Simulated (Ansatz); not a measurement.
[BH2···H···CH2], triplet along the distance B1-H4

Starting geometry:

| atom | x (Å) | y (Å) | z (Å) |
| --- | --- | --- | --- |
| B | -1.5182 | 0.0000 | 0.0000 |
| H | -2.1149 | 1.0336 | 0.0000 |
| H | -2.1149 | -1.0336 | 0.0000 |
| H | -0.3247 | 0.0000 | 0.0000 |
| C | 1.4378 | 0.0000 | 0.0000 |
| H | 1.8523 | 0.0000 | 0.9962 |
| H | 1.8523 | 0.0000 | -0.9962 |

From there H4 is moved from one fragment to the other while all else, the fragments' distance too, stays fixed, so the hump isn't the reaction's barrier; atoms are numbered as listed. Energies are in eV, counted from the starting geometry at the same level. Kohn–Sham curves are unrestricted where that lies lower.

Basis cc-pVDZ; Ansatz 0.2.0. Only valence electrons are correlated (noble-gas cores frozen). Prefix R: restricted or restricted open-shell reference; prefix U: unrestricted.

Full CI isn't at hand for all of this; UCCSDT(Q) serves as the reference, and is uncertain by about the last step of the cluster series.

| distance B1-H4 (Å) | r2SCANh |
| --- | --- |
| 1.110 | 0.131 |
| 1.194 | 0.000 |
| 1.290 | 0.021 |
| 1.386 | 0.108 |
| 1.482 | 0.164 |
| 1.578 | 0.130 |
| 1.674 | 0.007 |
| 1.770 | -0.137 |
| 1.866 | -0.178 |

Problem. Estimate the UCCSDT(Q) curve in cc-pVDZ from this one, knowing how r2SCANh errs.

Solution. The computed UCCSDT(Q) values, in eV from the starting point, and the error of r2SCANh against them:
```csv
distance B1-H4 (Å),UCCSDT(Q),r2SCANh less UCCSDT(Q)
1.110,0.108,0.023
1.194,0.000,0.000
1.290,0.059,-0.038
1.386,0.189,-0.081
1.482,0.283,-0.119
1.578,0.270,-0.140
1.674,0.148,-0.141
1.770,-0.006,-0.131
1.866,-0.058,-0.120
```

The error spans 0.165 eV and is largest, -0.141 eV, at 1.674 Å.

In so small a basis the reference is far from its limit while semilocal and hybrid functionals are nearer theirs, so the functionals' errors here hold much of the reference's basis and frozen-core error, which can add to them or hide them.
